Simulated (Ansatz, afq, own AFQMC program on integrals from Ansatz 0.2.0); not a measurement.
AlBH$_{2}$, singlet: AFQMC among the cluster methods

```yaml
atoms:
  - { symbol: B, position_ang: [0.0000, 0.0000, 2.1361] }
  - { symbol: Al, position_ang: [0.0000, 0.0000, -0.7389] }
  - { symbol: H, position_ang: [0.0000, -1.3671, -1.5656] }
  - { symbol: H, position_ang: [0.0000, 1.3671, -1.5656] }
```

Connectivity, by distances: B ··· AlH2.

Basis cc-pVDZ. Noble-gas cores (and the filled d shells of Ga–Kr and In–Xe) are frozen. AFQMC by an in-house program on the Cholesky factors that Ansatz 0.2.0 writes for its CCSD(T) run. The CISD trial takes its coefficients from CCSD amplitudes. Released means that phaseless walkers are propagated on without the constraint, phases kept. ± is one standard error of the sampling.

Determinant: RHF, the one that the program's search chose, which needn't be the lowest solution. The geometry is a point of a scan.

No full CI on the walks' own integrals is used here; CCSDT(Q) serves as the reference and is uncertain by about the last step of the cluster series.

Cautions: higher spins were not checked; restricted determinant unstable towards unrestricted (UHF 245 meV lower, ⟨S²⟩ 0.66).

```
T1 diagnostic                               : 0.0168
weight of the determinant in the CISD state : 0.847
size of the correlated space                : 8 electrons in 36 orbitals
```

```
  level  correlation energy (eV)
    MP2                  -3.2524
   CCSD                  -4.5224
CCSD(T)                  -4.6449
```

Q: Estimate where AFQMC with the constraint released lies against CCSD(T) on the same integrals.

A: 4.9 ± 1.3 kJ/mol below CCSD(T).

Reference: CCSDT(Q), correlation energy -4.689 eV. The released energy is read at 2.40 1/Eh (meV from the phaseless value at times in 1/Eh: -3 ± 8 at 0.24, -2 ± 9 at 0.51, -19 ± 11 at 0.99, -17 ± 17 at 1.62, -29 ± 13 at 2.40).

```csv
level,E − E(reference) (kJ/mol),share of correlation (%)
CCSD(T),4.3,99.05
CCSDT,0.7,99.84
ph-AFQMC/CISD,2.2 ± 1.0,99.52
released AFQMC,-0.6 ± 1.3,100.13
```

A walk keeps the symmetry of its determinant, which the program's search chose and which needn't be the lowest solution, so a lower state of the same spin and another symmetry isn't excluded. Released energies are given only where the last usable release times agree within the noise; a slower fall can still hide under it.
